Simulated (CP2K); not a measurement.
# AM1 run of SiH4O2 (SMILES O[SiH2]O)

What is the energy change on altering one bond length of SiH4O2 at AM1? 

The results are computed with CP2K 2026.2.

3 further runs of the same task are left out: 1 that didn't finish, 2 set aside as unsound or not needed.

## 1. The molecule

SiH4O2 has 7 atoms, charge 0, and is taken as a singlet. SMILES: `O[SiH2]O`. Geometry: relaxed at PBE0-D4/def2-TZVP. This is one conformer, not always the lowest.

Bond lengths: O1–Si2 1.642 Å, Si2–O3 1.642 Å, O1–H4 0.958 Å, Si2–H5 1.481 Å, Si2–H6 1.481 Å, O3–H7 0.958 Å. Angles: O1–Si2–O3 113.5°, O1–Si2–H5 111.5°, O1–Si2–H6 103.9°, O3–Si2–H5 103.9°, O3–Si2–H6 111.5°, Si2–O1–H4 117.7°, Si2–O3–H7 117.7°, H5–Si2–H6 112.9°.

## 2. A single-point energy at AM1

Input file job.inp:

```
&GLOBAL
   PROJECT_NAME job
   RUN_TYPE ENERGY
   PRINT_LEVEL MEDIUM
&END GLOBAL
&FORCE_EVAL
   METHOD QUICKSTEP
   &DFT
      &QS
         METHOD AM1
         EPS_DEFAULT 1.0E-10
         &SE
            &COULOMB
               CUTOFF [angstrom] 50
               RC_RANGE [angstrom] 0
            &END COULOMB
            &EXCHANGE
               CUTOFF [angstrom] 50
               RC_RANGE [angstrom] 0
            &END EXCHANGE
         &END SE
      &END QS
      &POISSON
         PERIODIC NONE
         POISSON_SOLVER ANALYTIC
      &END POISSON
      &SCF
         SCF_GUESS ATOMIC
         EPS_SCF 1.0E-06
         MAX_SCF 80
         ADDED_MOS 8
         &DIAGONALIZATION
            ALGORITHM STANDARD
         &END DIAGONALIZATION
         &MIXING
            METHOD DIRECT_P_MIXING
            ALPHA 0.4
         &END MIXING
      &END SCF
      &PRINT
         &MOMENTS
            PERIODIC F
            REFERENCE COM
            MAX_MOMENT 1
         &END MOMENTS
         &MO ON
            ENERGIES T
            OCCUPATION_NUMBERS T
            NDIGITS 6
            &EACH
               QS_SCF 0
            &END EACH
            ADD_LAST NUMERIC
         &END MO
         &HIRSHFELD OFF
         &END HIRSHFELD
      &END PRINT
   &END DFT
   &SUBSYS
      &CELL
         ABC 14.7 14.7 14.6
         PERIODIC NONE
      &END CELL
      &COORD
         O      6.056165     7.077665     6.867225
         Si     7.492725     7.743735     7.300845
         O      8.715345     6.652955     7.404765
         H      5.984655     6.705945     5.986815
         H      7.967985     8.714565     6.288245
         H      7.212015     8.370385     8.613185
         H      8.660325     5.985435     8.090165
      &END COORD
   &END SUBSYS
&END FORCE_EVAL
```

On the command line:

```console
$ OMP_NUM_THREADS=1 cp2k.psmp job.inp > job.out
```

What it wrote:

```text
CP2K| version string:                                       CP2K version 2026.2
[...]
 GLOBAL| Method name                                                        CP2K
[...]
 GLOBAL| Run type                                                         ENERGY
[...]
 *** WARNING in qs_environment.F:2210 :: More added MOs requested than     ***
 *** available. The full set of unoccupied MOs will be used. Use           ***
 *** 'ADDED_MOS -1' to always use all available MOs and to get rid of this ***
[...]
                             - Atoms:                                          7
[...]
                             - Spherical basis functions:                     16
[...]
 Number of electrons:                                                         20
[...]
     1 P_Mix/Diag. 0.40E+00    0.0     0.75541003       -24.5317268038 -2.45E+01
[...]
    16 DIIS/Diag.  0.22E-06    0.0     0.00000045       -28.7107231296 -1.32E-11
  *** SCF run converged in    16 steps ***
  Core-core repulsion energy [eV]:                            981.29602306324102
  Core Hamiltonian energy [eV]:                             -1302.92376751125562
  Two-electron integral energy [eV]:                         -919.26152686391254
  Electronic energy [eV]:                                   -1762.55453094321183
  Total energy [eV]:                                         -781.25850787997069
  Atomic reference energy [eV]:                               775.68959536593002
  Heat of formation [kcal/mol]:                              -128.42218357656213
[...]
 SE_DIPOLE| Moment [Debye]          0.07005589       0.57528137       0.10783962
 SE_DIPOLE| Derivative [a.u.]       0.00000000       0.00000000       0.00000000
 ENERGY| Total FORCE_EVAL ( QS ) energy [hartree]            -28.710723129641007
[...]
```

It took 1.8 s on 1 thread of Intel Xeon at 2.50GHz (Skylake/Cascade Lake), shared host; peak memory 0.23 GiB.

## 3. The distorted shape at the same level

Input file calc.inp:

```
&GLOBAL
  PROJECT_NAME calc
  RUN_TYPE ENERGY
  PRINT_LEVEL MEDIUM
&END GLOBAL

&FORCE_EVAL
  METHOD QS
  &DFT
    &QS
      METHOD AM1
      EPS_DEFAULT 1.0E-10
      &SE
        &COULOMB
          CUTOFF [angstrom] 50
          RC_RANGE [angstrom] 0
        &END COULOMB
        &EXCHANGE
          CUTOFF [angstrom] 50
          RC_RANGE [angstrom] 0
        &END EXCHANGE
      &END SE
    &END QS
    # no periodic images
    &POISSON
      PERIODIC NONE
      POISSON_SOLVER ANALYTIC
    &END POISSON
    # SCF settings
    &SCF
      SCF_GUESS ATOMIC
      EPS_SCF 1.0E-06
      MAX_SCF 80
      ADDED_MOS 8
      &DIAGONALIZATION
        ALGORITHM STANDARD
      &END DIAGONALIZATION
      &MIXING
        METHOD DIRECT_P_MIXING
        ALPHA 0.4
      &END MIXING
    &END SCF
    # extra output
    &PRINT
      &MOMENTS
        PERIODIC F
        REFERENCE COM
        MAX_MOMENT 1
      &END MOMENTS
      &MO ON
        ENERGIES T
        OCCUPATION_NUMBERS T
        NDIGITS 6
        &EACH
          QS_SCF 0
        &END EACH
        ADD_LAST NUMERIC
      &END MO
      &HIRSHFELD OFF
      &END HIRSHFELD
    &END PRINT
  &END DFT
  &SUBSYS
    &CELL
      ABC 16.5 14.8 15.1
      PERIODIC NONE
    &END CELL
    &COORD
      O      6.094218     6.367763     6.857050
      Si     9.254672     7.833127     7.811020
      O     10.477292     6.742347     7.914940
      H      6.022708     5.996043     5.976639
      H      9.729932     8.803957     6.798420
      H      8.973962     8.459777     9.123360
      H     10.422272     6.074827     8.600340
    &END COORD
  &END SUBSYS
&END FORCE_EVAL
```

On the command line:

```console
$ OMP_NUM_THREADS=1 cp2k.psmp -i calc.inp -o calc.out
```

What it wrote:

```text
CP2K| version string:                                       CP2K version 2026.2
[...]
 GLOBAL| Method name                                                        CP2K
[...]
 GLOBAL| Run type                                                         ENERGY
[...]
 *** WARNING in qs_environment.F:2210 :: More added MOs requested than     ***
 *** available. The full set of unoccupied MOs will be used. Use           ***
 *** 'ADDED_MOS -1' to always use all available MOs and to get rid of this ***
[...]
                             - Atoms:                                          7
[...]
                             - Spherical basis functions:                     16
[...]
 Number of electrons:                                                         20
[...]
     1 P_Mix/Diag. 0.40E+00    0.0     0.78323542       -24.7318421801 -2.47E+01
[...]
    24 DIIS/Diag.  0.65E-07    0.0     0.00000017       -28.4933219367  7.11E-14
  *** SCF run converged in    24 steps ***
  Core-core repulsion energy [eV]:                            774.09603003450115
  Core Hamiltonian energy [eV]:                             -1290.53474080850947
  Two-electron integral energy [eV]:                         -517.80801958715347
  Electronic energy [eV]:                                   -1549.43875060208597
  Total energy [eV]:                                         -775.34272056758493
  Atomic reference energy [eV]:                               775.68959536593002
  Heat of formation [kcal/mol]:                                 7.99912351268745
[...]
 SE_DIPOLE| Moment [Debye]         -5.45334356      -1.65426889      -1.85792517
 SE_DIPOLE| Derivative [a.u.]       0.00000000       0.00000000       0.00000000
 ENERGY| Total FORCE_EVAL ( QS ) energy [hartree]            -28.493321936685490
[...]
```

It took 1.8 s on 1 thread of Intel Xeon at 2.50GHz (Skylake/Cascade Lake), shared host; peak memory 0.23 GiB.

## 4. What came out

At AM1:

```
                                                          quantity            value
                                         first shape: total energy     -28.71072 Eh
                                        first shape: dipole moment           0.59 D
                                          first shape: HOMO energy        -11.22 eV
                                          first shape: LUMO energy          1.50 eV
                                        first shape: HOMO–LUMO gap         12.71 eV
                                    first shape: heat of formation  -128.4 kcal/mol
                                     distorted shape: total energy     -28.49332 Eh
                                    distorted shape: dipole moment           5.99 D
                                      distorted shape: HOMO energy         -7.84 eV
                                      distorted shape: LUMO energy         -2.87 eV
                                    distorted shape: HOMO–LUMO gap          4.97 eV
                                distorted shape: heat of formation     8.0 kcal/mol
energy change with the O1–Si2 bond stretched from 1.642 to 3.612 Å         5.916 eV
```

What this shows: One bond (distorted shape) is far stretched, which a spin-restricted single reference describes badly. With the O1–Si2 bond stretched from 1.642 to 3.612 Å the energy rises by 5.92 eV (136 kcal/mol). The first shape isn't relaxed at this level, so the change isn't measured from a minimum. A restricted reference can't describe the breaking bond well at this length.
